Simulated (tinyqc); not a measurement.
Inside a calculation (part 1 of 2). Method: UHF in the sto-6g basis, for H2O, spin multiplicity 3. Computed by tinyqc, a small Python program that keeps every step (integrals from PySCF). Settings: charge = 0, multiplicity = 3, basis = sto-6g, energy threshold = 1e-08, iteration cap = 59, orthogonalisation = symmetric, start = core, DIIS depth = 0, method = UHF. Command: `OMP_NUM_THREADS=1 python tinyqc.py 24707 24708 out.jsonl` (the two numbers bound the seeds that draw the settings). One thread of a shared host (Intel(R) Xeon(R) Processor @ 2.60GHz), about 0.2 s of CPU time with the checks. Later iterations appear only in the table of the cycle.

## One-electron integrals

Geometry (angstrom):
```
atom        x         y        z
O     0.00000   0.00000  0.00000
H     0.00000   0.99700  0.95400
H     0.00000  -0.99700  0.95400
```

Basis sto-6g: exponents (1/bohr^2) and contraction coefficients of normalised primitives:
```
element  l (shell)    exponent  coefficient
O            s (1)  1355.58423      0.00916
O            s (1)   248.54489      0.04936
O            s (1)    69.53390      0.16854
O            s (1)    23.88677      0.37056
O            s (1)     9.27593      0.41649
O            s (1)     3.82034      0.13033
O            s (2)    52.18776     -0.01325
O            s (2)    10.32932     -0.04699
O            s (2)     3.21034     -0.03379
O            s (2)     1.23514      0.25024
O            s (2)     0.53642      0.59512
O            s (2)     0.24588      0.24071
O            p (3)    52.18776      0.00376
O            p (3)    10.32932      0.03768
O            p (3)     3.21034      0.17390
O            p (3)     1.23514      0.41804
O            p (3)     0.53642      0.42586
O            p (3)     0.24588      0.10171
H            s (1)    35.52322      0.00916
H            s (1)     6.51314      0.04936
H            s (1)     1.82214      0.16854
H            s (1)     0.62596      0.37056
H            s (1)     0.24308      0.41649
H            s (1)     0.10011      0.13033
```

Overlap, kinetic and nuclear-attraction integrals over the contracted functions; the nuclear repulsion is the sum of Za Zb / Rab.

nuclear repulsion = 6.4012157 hartree

overlap S, order 1O 1s, 1O 2s, 1O 2px, 1O 2py, 1O 2pz, 2H 1s, 3H 1s:
$$\begin{pmatrix}
1.00000 & 0.23114 & 0.00000 & 0.00000 & 0.00000 & 0.02088 & 0.02088 \\
0.23114 & 1.00000 & 0.00000 & 0.00000 & 0.00000 & 0.24835 & 0.24835 \\
0.00000 & 0.00000 & 1.00000 & 0.00000 & 0.00000 & 0.00000 & 0.00000 \\
0.00000 & 0.00000 & 0.00000 & 1.00000 & 0.00000 & 0.17086 & -0.17086 \\
0.00000 & 0.00000 & 0.00000 & 0.00000 & 1.00000 & 0.16349 & 0.16349 \\
0.02088 & 0.24835 & 0.00000 & 0.17086 & 0.16349 & 1.00000 & 0.12106 \\
0.02088 & 0.24835 & 0.00000 & -0.17086 & 0.16349 & 0.12106 & 1.00000
\end{pmatrix}$$

kinetic energy T (hartree), order 1O 1s, 1O 2s, 1O 2px, 1O 2py, 1O 2pz, 2H 1s, 3H 1s:
$$\begin{pmatrix}
29.32720 & -0.89602 & 0.00000 & 0.00000 & 0.00000 & -0.00589 & -0.00589 \\
-0.89602 & 0.84262 & 0.00000 & 0.00000 & 0.00000 & 0.00640 & 0.00640 \\
0.00000 & 0.00000 & 2.53131 & 0.00000 & 0.00000 & 0.00000 & 0.00000 \\
0.00000 & 0.00000 & 0.00000 & 2.53131 & 0.00000 & 0.04771 & -0.04771 \\
0.00000 & 0.00000 & 0.00000 & 0.00000 & 2.53131 & 0.04566 & 0.04566 \\
-0.00589 & 0.00640 & 0.00000 & 0.04771 & 0.04566 & 0.76852 & -0.01156 \\
-0.00589 & 0.00640 & 0.00000 & -0.04771 & 0.04566 & -0.01156 & 0.76852
\end{pmatrix}$$

nuclear attraction V (hartree), order 1O 1s, 1O 2s, 1O 2px, 1O 2py, 1O 2pz, 2H 1s, 3H 1s:
$$\begin{pmatrix}
-62.02529 & -6.32856 & 0.00000 & 0.00000 & -0.01093 & -0.65105 & -0.65105 \\
-6.32856 & -9.76663 & 0.00000 & 0.00000 & -0.12961 & -1.73536 & -1.73536 \\
0.00000 & 0.00000 & -9.73353 & 0.00000 & 0.00000 & 0.00000 & 0.00000 \\
0.00000 & 0.00000 & 0.00000 & -9.78475 & 0.00000 & -1.03960 & 1.03960 \\
-0.01093 & -0.12961 & 0.00000 & 0.00000 & -9.78043 & -1.02123 & -1.02123 \\
-0.65105 & -1.73536 & 0.00000 & -1.03960 & -1.02123 & -4.55253 & -0.58869 \\
-0.65105 & -1.73536 & 0.00000 & 1.03960 & -1.02123 & -0.58869 & -4.55253
\end{pmatrix}$$

core Hamiltonian H = T + V (hartree), order 1O 1s, 1O 2s, 1O 2px, 1O 2py, 1O 2pz, 2H 1s, 3H 1s:
$$\begin{pmatrix}
-32.69810 & -7.22459 & 0.00000 & 0.00000 & -0.01093 & -0.65695 & -0.65695 \\
-7.22459 & -8.92402 & 0.00000 & 0.00000 & -0.12961 & -1.72896 & -1.72896 \\
0.00000 & 0.00000 & -7.20223 & 0.00000 & 0.00000 & 0.00000 & 0.00000 \\
0.00000 & 0.00000 & 0.00000 & -7.25344 & 0.00000 & -0.99189 & 0.99189 \\
-0.01093 & -0.12961 & 0.00000 & 0.00000 & -7.24912 & -0.97558 & -0.97558 \\
-0.65695 & -1.72896 & 0.00000 & -0.99189 & -0.97558 & -3.78401 & -0.60024 \\
-0.65695 & -1.72896 & 0.00000 & 0.99189 & -0.97558 & -0.60024 & -3.78401
\end{pmatrix}$$

## Two-electron integrals

Functions are numbered as in S; the eight-fold symmetry (ij|kl) = (ji|kl) = (kl|ij) leaves the list below.

Two-electron integrals (ij|kl) in chemists' order, unique and non-zero (hartree):
```
(11|11) 4.78749    (21|11) 0.67588    (21|21) 0.12150    (22|11) 1.11738
(22|21) 0.24921    (22|22) 0.81738    (31|31) 0.02576    (32|31) 0.03914
(32|32) 0.18066    (33|11) 1.11738    (33|21) 0.24921    (33|22) 0.81738
(33|33) 0.88066    (41|41) 0.02576    (42|41) 0.03914    (42|42) 0.18066
(43|43) 0.04746    (44|11) 1.11738    (44|21) 0.24921    (44|22) 0.81738
(44|33) 0.78574    (44|44) 0.88066    (51|51) 0.02576    (52|51) 0.03914
(52|52) 0.18066    (53|53) 0.04746    (54|54) 0.04746    (55|11) 1.11738
(55|21) 0.24921    (55|22) 0.81738    (55|33) 0.78574    (55|44) 0.78574
(55|55) 0.88066    (61|11) 0.06477    (61|21) 0.01118    (61|22) 0.02248
(61|33) 0.02244    (61|41) 0.00040    (61|42) 0.00078    (61|44) 0.02251
(61|51) 0.00038    (61|52) 0.00075    (61|54) 0.00007    (61|55) 0.02250
(61|61) 0.00105    (62|11) 0.18542    (62|21) 0.04207    (62|22) 0.15645
(62|33) 0.15372    (62|41) 0.00244    (62|42) 0.01926    (62|44) 0.15799
(62|51) 0.00234    (62|52) 0.01843    (62|54) 0.00408    (62|55) 0.15763
(62|61) 0.00390    (62|62) 0.04030    (63|31) 0.00429    (63|32) 0.02535
(63|43) 0.00383    (63|53) 0.00366    (63|63) 0.00517    (64|11) 0.10662
(64|21) 0.02450    (64|22) 0.09699    (64|33) 0.09292    (64|41) 0.00547
(64|42) 0.03611    (64|44) 0.10296    (64|51) 0.00113    (64|52) 0.01029
(64|54) 0.00594    (64|55) 0.09510    (64|61) 0.00236    (64|62) 0.03032
(64|64) 0.02765    (65|11) 0.10202    (65|21) 0.02344    (65|22) 0.09281
(65|33) 0.08891    (65|41) 0.00113    (65|42) 0.01029    (65|44) 0.09119
(65|51) 0.00537    (65|52) 0.03520    (65|54) 0.00601    (65|55) 0.09832
(65|61) 0.00226    (65|62) 0.02902    (65|64) 0.02151    (65|65) 0.02575
(66|11) 0.38086    (66|21) 0.08796    (66|22) 0.37583    (66|33) 0.36334
(66|41) 0.00542    (66|42) 0.06077    (66|44) 0.38291    (66|51) 0.00519
(66|52) 0.05815    (66|54) 0.01873    (66|55) 0.38126    (66|61) 0.00820
(66|62) 0.13389    (66|64) 0.11425    (66|65) 0.10932    (66|66) 0.77500
(71|11) 0.06477    (71|21) 0.01118    (71|22) 0.02248    (71|33) 0.02244
(71|41) -0.00040   (71|42) -0.00078   (71|44) 0.02251    (71|51) 0.00038
(71|52) 0.00075    (71|54) -0.00007   (71|55) 0.02250    (71|61) 0.00103
(71|62) 0.00379    (71|64) 0.00212    (71|65) 0.00220    (71|66) 0.00793
(71|71) 0.00105    (72|11) 0.18542    (72|21) 0.04207    (72|22) 0.15645
(72|33) 0.15372    (72|41) -0.00244   (72|42) -0.01926   (72|44) 0.15799
(72|51) 0.00234    (72|52) 0.01843    (72|54) -0.00408   (72|55) 0.15763
(72|61) 0.00379    (72|62) 0.03192    (72|64) 0.01689    (72|65) 0.02243
(72|66) 0.08476    (72|71) 0.00390    (72|72) 0.04030    (73|31) 0.00429
(73|32) 0.02535    (73|43) -0.00383   (73|53) 0.00366    (73|63) 0.00394
(73|73) 0.00517    (74|11) -0.10662   (74|21) -0.02450   (74|22) -0.09699
(74|33) -0.09292   (74|41) 0.00547    (74|42) 0.03611    (74|44) -0.10296
(74|51) -0.00113   (74|52) -0.01029   (74|54) 0.00594    (74|55) -0.09510
(74|61) -0.00212   (74|62) -0.01689   (74|64) -0.00538   (74|65) -0.01167
(74|66) -0.04257   (74|71) -0.00236   (74|72) -0.03032   (74|74) 0.02765
(75|11) 0.10202    (75|21) 0.02344    (75|22) 0.09281    (75|33) 0.08891
(75|41) -0.00113   (75|42) -0.01029   (75|44) 0.09119    (75|51) 0.00537
(75|52) 0.03520    (75|54) -0.00601   (75|55) 0.09832    (75|61) 0.00220
(75|62) 0.02243    (75|64) 0.01167    (75|65) 0.01941    (75|66) 0.06436
(75|71) 0.00226    (75|72) 0.02902    (75|74) -0.02151   (75|75) 0.02575
(76|11) 0.05705    (76|21) 0.01312    (76|22) 0.05401    (76|33) 0.05264
(76|44) 0.05340    (76|51) 0.00103    (76|52) 0.01021    (76|55) 0.05599
(76|61) 0.00121    (76|62) 0.01471    (76|64) 0.00970    (76|65) 0.01191
(76|66) 0.05639    (76|71) 0.00121    (76|72) 0.01471    (76|74) -0.00970
(76|75) 0.01191    (76|76) 0.00745    (77|11) 0.38086    (77|21) 0.08796
(77|22) 0.37583    (77|33) 0.36334    (77|41) -0.00542   (77|42) -0.06077
(77|44) 0.38291    (77|51) 0.00519    (77|52) 0.05815    (77|54) -0.01873
(77|55) 0.38126    (77|61) 0.00793    (77|62) 0.08476    (77|64) 0.04257
(77|65) 0.06436    (77|66) 0.26444    (77|71) 0.00820    (77|72) 0.13389
(77|74) -0.11425   (77|75) 0.10932    (77|76) 0.05639    (77|77) 0.77500
```

## Orthogonalisation

S = U s U^T; symmetric (Loewdin) form X = U s^(-1/2) U^T, so that X^T S X = 1.

eigenvalues of S: [0.58946, 0.69037, 0.88577, 1.00000, 1.11466, 1.18857, 1.53117]

X, order 1O 1s, 1O 2s, 1O 2px, 1O 2py, 1O 2pz, 2H 1s, 3H 1s:
$$\begin{pmatrix}
1.02158 & -0.12523 & 0.00000 & 0.00000 & -0.00360 & 0.01206 & 0.01206 \\
-0.12523 & 1.07089 & 0.00000 & 0.00000 & 0.03216 & -0.12948 & -0.12948 \\
0.00000 & 0.00000 & 1.00000 & 0.00000 & 0.00000 & 0.00000 & 0.00000 \\
0.00000 & 0.00000 & 0.00000 & 1.02561 & 0.00000 & -0.09818 & 0.09818 \\
-0.00360 & 0.03216 & 0.00000 & 0.00000 & 1.02067 & -0.08356 & -0.08356 \\
0.01206 & -0.12948 & 0.00000 & -0.09818 & -0.08356 & 1.05118 & -0.04399 \\
0.01206 & -0.12948 & 0.00000 & 0.09818 & -0.08356 & -0.04399 & 1.05118
\end{pmatrix}$$

## Starting guess

The start is the orbitals of the core Hamiltonian; D(s) = C_occ C_occ^T for each spin.

D(alpha) at the start, order 1O 1s, 1O 2s, 1O 2px, 1O 2py, 1O 2pz, 2H 1s, 3H 1s:
$$\begin{pmatrix}
1.05961 & -0.26528 & 0.00000 & 0.00000 & -0.01340 & 0.04099 & 0.04099 \\
-0.26528 & 1.19705 & 0.00000 & 0.00000 & 0.08936 & -0.27327 & -0.27327 \\
0.00000 & 0.00000 & 1.00000 & 0.00000 & 0.00000 & 0.00000 & 0.00000 \\
0.00000 & 0.00000 & 0.00000 & 1.04487 & 0.00000 & -0.08234 & 0.08234 \\
-0.01340 & 0.08936 & 0.00000 & 0.00000 & 1.05678 & -0.17366 & -0.17366 \\
0.04099 & -0.27327 & 0.00000 & -0.08234 & -0.17366 & 0.53760 & 0.52462 \\
0.04099 & -0.27327 & 0.00000 & 0.08234 & -0.17366 & 0.52462 & 0.53760
\end{pmatrix}$$

D(beta) at the start, order 1O 1s, 1O 2s, 1O 2px, 1O 2py, 1O 2pz, 2H 1s, 3H 1s:
$$\begin{pmatrix}
1.05886 & -0.25829 & 0.00000 & 0.00000 & -0.00946 & 0.02126 & 0.02126 \\
-0.25829 & 1.13175 & 0.00000 & 0.00000 & 0.05255 & -0.08900 & -0.08900 \\
0.00000 & 0.00000 & 0.00000 & 0.00000 & 0.00000 & 0.00000 & 0.00000 \\
0.00000 & 0.00000 & 0.00000 & 1.04487 & 0.00000 & -0.08234 & 0.08234 \\
-0.00946 & 0.05255 & 0.00000 & 0.00000 & 1.03604 & -0.06981 & -0.06981 \\
0.02126 & -0.08900 & 0.00000 & -0.08234 & -0.06981 & 0.01766 & 0.00469 \\
0.02126 & -0.08900 & 0.00000 & 0.08234 & -0.06981 & 0.00469 & 0.01766
\end{pmatrix}$$

## Iteration 1: building the Fock matrix

J_ij = sum D_kl (ij|kl) with D = D(alpha) + D(beta), K_ij = sum D_kl (ik|jl) for each spin; F = H + J - K(s); E = tr D H + tr D J / 2 - 0.5 sum_s tr D(s) K(s) + E_nn.

Coulomb J (hartree), order 1O 1s, 1O 2s, 1O 2px, 1O 2py, 1O 2pz, 2H 1s, 3H 1s:
$$\begin{pmatrix}
17.88862 & 3.19094 & 0.00000 & 0.00000 & 0.00752 & 0.29590 & 0.29590 \\
3.19094 & 8.34497 & 0.00000 & 0.00000 & 0.05728 & 1.57700 & 1.57700 \\
0.00000 & 0.00000 & 8.27101 & 0.00000 & 0.00000 & 0.00000 & 0.00000 \\
0.00000 & 0.00000 & 0.00000 & 8.38198 & 0.00000 & 0.97272 & -0.97272 \\
0.00752 & 0.05728 & 0.00000 & 0.00000 & 8.38193 & 0.94212 & 0.94212 \\
0.29590 & 1.57700 & 0.00000 & 0.97272 & 0.94212 & 3.91187 & 0.54865 \\
0.29590 & 1.57700 & 0.00000 & -0.97272 & 0.94212 & 0.54865 & 3.91187
\end{pmatrix}$$

exchange K(alpha) (hartree), order 1O 1s, 1O 2s, 1O 2px, 1O 2py, 1O 2pz, 2H 1s, 3H 1s:
$$\begin{pmatrix}
4.93983 & 0.79466 & 0.00000 & 0.00000 & 0.00047 & 0.07928 & 0.07928 \\
0.79466 & 1.42889 & 0.00000 & 0.00000 & 0.01202 & 0.26430 & 0.26430 \\
0.00000 & 0.00000 & 1.18208 & 0.00000 & 0.00000 & 0.00000 & 0.00000 \\
0.00000 & 0.00000 & 0.00000 & 1.18806 & 0.00000 & 0.12575 & -0.12575 \\
0.00047 & 0.01202 & 0.00000 & 0.00000 & 1.19069 & 0.13904 & 0.13904 \\
0.07928 & 0.26430 & 0.00000 & 0.12575 & 0.13904 & 0.45371 & 0.18865 \\
0.07928 & 0.26430 & 0.00000 & -0.12575 & 0.13904 & 0.18865 & 0.45371
\end{pmatrix}$$

exchange K(beta) (hartree), order 1O 1s, 1O 2s, 1O 2px, 1O 2py, 1O 2pz, 2H 1s, 3H 1s:
$$\begin{pmatrix}
4.91259 & 0.75526 & 0.00000 & 0.00000 & 0.00040 & 0.07575 & 0.07575 \\
0.75526 & 1.23904 & 0.00000 & 0.00000 & 0.00296 & 0.19828 & 0.19828 \\
0.00000 & 0.00000 & 0.29956 & 0.00000 & 0.00000 & 0.00000 & 0.00000 \\
0.00000 & 0.00000 & 0.00000 & 1.13384 & 0.00000 & 0.09930 & -0.09930 \\
0.00040 & 0.00296 & 0.00000 & 0.00000 & 1.13310 & 0.09444 & 0.09444 \\
0.07575 & 0.19828 & 0.00000 & 0.09930 & 0.09444 & 0.05743 & 0.03278 \\
0.07575 & 0.19828 & 0.00000 & -0.09930 & 0.09444 & 0.03278 & 0.05743
\end{pmatrix}$$

F(alpha) (hartree), order 1O 1s, 1O 2s, 1O 2px, 1O 2py, 1O 2pz, 2H 1s, 3H 1s:
$$\begin{pmatrix}
-19.74931 & -4.82831 & 0.00000 & 0.00000 & -0.00388 & -0.44033 & -0.44033 \\
-4.82831 & -2.00793 & 0.00000 & 0.00000 & -0.08436 & -0.41626 & -0.41626 \\
0.00000 & 0.00000 & -0.11330 & 0.00000 & 0.00000 & 0.00000 & 0.00000 \\
0.00000 & 0.00000 & 0.00000 & -0.05952 & 0.00000 & -0.14491 & 0.14491 \\
-0.00388 & -0.08436 & 0.00000 & 0.00000 & -0.05788 & -0.17250 & -0.17250 \\
-0.44033 & -0.41626 & 0.00000 & -0.14491 & -0.17250 & -0.32585 & -0.24024 \\
-0.44033 & -0.41626 & 0.00000 & 0.14491 & -0.17250 & -0.24024 & -0.32585
\end{pmatrix}$$

F(beta) (hartree), order 1O 1s, 1O 2s, 1O 2px, 1O 2py, 1O 2pz, 2H 1s, 3H 1s:
$$\begin{pmatrix}
-19.72206 & -4.78890 & 0.00000 & 0.00000 & -0.00381 & -0.43680 & -0.43680 \\
-4.78890 & -1.81809 & 0.00000 & 0.00000 & -0.07529 & -0.35024 & -0.35024 \\
0.00000 & 0.00000 & 0.76922 & 0.00000 & 0.00000 & 0.00000 & 0.00000 \\
0.00000 & 0.00000 & 0.00000 & -0.00530 & 0.00000 & -0.11847 & 0.11847 \\
-0.00381 & -0.07529 & 0.00000 & 0.00000 & -0.00029 & -0.12791 & -0.12791 \\
-0.43680 & -0.35024 & 0.00000 & -0.11847 & -0.12791 & 0.07043 & -0.08437 \\
-0.43680 & -0.35024 & 0.00000 & 0.11847 & -0.12791 & -0.08437 & 0.07043
\end{pmatrix}$$

total energy of this density = -74.7662485 hartree

## Iteration 1: diagonalisation and new density

Diagonalise F' = X^T F X, C = X C', fill 6 alpha and 4 beta electrons from the bottom; D(s) = C_occ C_occ^T. Each column has its largest component positive (the first on a tie).

F' = X^T F X (alpha) (hartree):
$$\begin{pmatrix}
-19.42623 & -2.46641 & 0.00000 & 0.00000 & -0.01009 & -0.03586 & -0.03586 \\
-2.46641 & -1.13702 & 0.00000 & 0.00000 & -0.03107 & -0.16591 & -0.16591 \\
0.00000 & 0.00000 & -0.11330 & 0.00000 & 0.00000 & 0.00000 & 0.00000 \\
0.00000 & 0.00000 & 0.00000 & -0.00589 & 0.00000 & -0.15037 & 0.15037 \\
-0.01009 & -0.03107 & 0.00000 & 0.00000 & -0.01214 & -0.13074 & -0.13074 \\
-0.03586 & -0.16591 & 0.00000 & -0.15037 & -0.13074 & -0.20465 & -0.16314 \\
-0.03586 & -0.16591 & 0.00000 & 0.15037 & -0.13074 & -0.16314 & -0.20465
\end{pmatrix}$$

orbital energies (alpha) (hartree): MO1 -19.75336, MO2 -0.91645, MO3 -0.34474, MO4 -0.23709, MO5 -0.11330, MO6 0.07137, MO7 0.18970

coefficients C (alpha), order 1O 1s, 1O 2s, 1O 2px, 1O 2py, 1O 2pz, 2H 1s, 3H 1s:
$$\begin{pmatrix}
0.99633 & -0.22897 & 0.11683 & 0.00000 & 0.00000 & -0.02940 & 0.00000 \\
0.01582 & 0.90384 & -0.58640 & 0.00000 & 0.00000 & 0.18976 & 0.00000 \\
0.00000 & 0.00000 & 0.00000 & 0.00000 & 1.00000 & 0.00000 & 0.00000 \\
0.00000 & 0.00000 & 0.00000 & 0.59210 & 0.00000 & 0.00000 & 0.84886 \\
0.00093 & 0.09650 & 0.31184 & 0.00000 & 0.00000 & 0.97480 & 0.00000 \\
-0.00213 & 0.16533 & 0.59613 & 0.50351 & 0.00000 & -0.38522 & -0.59651 \\
-0.00213 & 0.16533 & 0.59613 & -0.50351 & 0.00000 & -0.38522 & 0.59651
\end{pmatrix}$$

F' = X^T F X (beta) (hartree):
$$\begin{pmatrix}
-19.40497 & -2.45046 & 0.00000 & 0.00000 & -0.01009 & -0.03605 & -0.03605 \\
-2.45046 & -0.94738 & 0.00000 & 0.00000 & -0.02540 & -0.18876 & -0.18876 \\
0.00000 & 0.00000 & 0.76922 & 0.00000 & 0.00000 & 0.00000 & 0.00000 \\
0.00000 & 0.00000 & 0.00000 & 0.04512 & 0.00000 & -0.15146 & 0.15146 \\
-0.01009 & -0.02540 & 0.00000 & 0.00000 & 0.04044 & -0.13410 & -0.13410 \\
-0.03605 & -0.18876 & 0.00000 & -0.15146 & -0.13410 & 0.19344 & -0.04308 \\
-0.03605 & -0.18876 & 0.00000 & 0.15146 & -0.13410 & -0.04308 & 0.19344
\end{pmatrix}$$

orbital energies (beta) (hartree): MO1 -19.72513, MO2 -0.71374, MO3 -0.09378, MO4 -0.05704, MO5 0.33437, MO6 0.37542, MO7 0.76922

coefficients C (beta), order 1O 1s, 1O 2s, 1O 2px, 1O 2py, 1O 2pz, 2H 1s, 3H 1s:
$$\begin{pmatrix}
0.99683 & -0.23915 & 0.00000 & 0.06566 & 0.06660 & 0.00000 & 0.00000 \\
0.01370 & 0.96734 & 0.00000 & -0.32468 & -0.39460 & 0.00000 & 0.00000 \\
0.00000 & 0.00000 & 0.00000 & 0.00000 & 0.00000 & 0.00000 & 1.00000 \\
0.00000 & 0.00000 & 0.78496 & 0.00000 & 0.00000 & -0.67453 & 0.00000 \\
0.00081 & 0.10351 & 0.00000 & 0.80303 & -0.63341 & 0.00000 & 0.00000 \\
-0.00181 & 0.08598 & 0.33897 & 0.29419 & 0.66119 & 0.70316 & 0.00000 \\
-0.00181 & 0.08598 & -0.33897 & 0.29419 & 0.66119 & -0.70316 & 0.00000
\end{pmatrix}$$

D(alpha) after iteration 1, order 1O 1s, 1O 2s, 1O 2px, 1O 2py, 1O 2pz, 2H 1s, 3H 1s:
$$\begin{pmatrix}
1.05961 & -0.26528 & 0.00000 & 0.00000 & -0.01340 & 0.04099 & 0.04099 \\
-0.26528 & 1.19705 & 0.00000 & 0.00000 & 0.08936 & -0.27327 & -0.27327 \\
0.00000 & 0.00000 & 1.00000 & 0.00000 & 0.00000 & 0.00000 & 0.00000 \\
0.00000 & 0.00000 & 0.00000 & 0.35059 & 0.00000 & 0.29813 & -0.29813 \\
-0.01340 & 0.08936 & 0.00000 & 0.00000 & 1.05678 & -0.17366 & -0.17366 \\
0.04099 & -0.27327 & 0.00000 & 0.29813 & -0.17366 & 0.78463 & 0.27759 \\
0.04099 & -0.27327 & 0.00000 & -0.29813 & -0.17366 & 0.27759 & 0.78463
\end{pmatrix}$$

D(beta) after iteration 1, order 1O 1s, 1O 2s, 1O 2px, 1O 2py, 1O 2pz, 2H 1s, 3H 1s:
$$\begin{pmatrix}
1.05517 & -0.23900 & 0.00000 & 0.00000 & 0.02878 & -0.00305 & -0.00305 \\
-0.23900 & 1.04134 & 0.00000 & 0.00000 & -0.16059 & -0.01237 & -0.01237 \\
0.00000 & 0.00000 & 0.00000 & 0.00000 & 0.00000 & 0.00000 & 0.00000 \\
0.00000 & 0.00000 & 0.00000 & 0.61616 & 0.00000 & 0.26608 & -0.26608 \\
0.02878 & -0.16059 & 0.00000 & 0.00000 & 0.65558 & 0.24514 & 0.24514 \\
-0.00305 & -0.01237 & 0.00000 & 0.26608 & 0.24514 & 0.20885 & -0.02096 \\
-0.00305 & -0.01237 & 0.00000 & -0.26608 & 0.24514 & -0.02096 & 0.20885
\end{pmatrix}$$
